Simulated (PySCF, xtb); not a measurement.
methane (CH4), SMILES C.

Harmonic wavenumbers (cm⁻¹) from GFN2-xTB (xtb) at its own minimum, in rising order: 1386, 1386, 1386, 1557, 1557, 3090, 3103, 3104, 3105.

Question: What does B3LYP-D3(BJ)/def2-TZVPD in PySCF give at its own minimum? (An estimate is asked for; the answer gives what the named calculation found.)

Answer: 1340, 1340, 1340, 1556, 1556, 3031, 3134, 3134, 3134. Paired by order, the mean absolute difference is 32 cm⁻¹ and the zero-point energies are 28.1 and 28.0 kcal/mol.
